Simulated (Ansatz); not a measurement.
Input for Ansatz (development build ahead of 0.2.0):

```yaml
crystal:
  periodic: [false, false, false]
  atoms:
    - { symbol: O, position_ang: [0.0, 0.0, 0.0] }
    - { symbol: H, position_ang: [0.0, 2.0046, 1.389] }
    - { symbol: H, position_ang: [0.0, -2.0046, 1.389] }
basis:
  gaussian: { orbitals: pcseg-2 }
hamiltonian:
  xc: pbe0
```

The input is written out in the form of the current development build from the run's settings.

The run gave:

```yaml
Converged: yes
Total_energy: -75.90157 hartree
Spin_squared_of_the_determinant: 0.000
Stability_test: minimum among restricted orbitals
```

Caution: stretched shape with no unrestricted run beside it, a lower state can exist; charge can spread falsely over distant fragments.
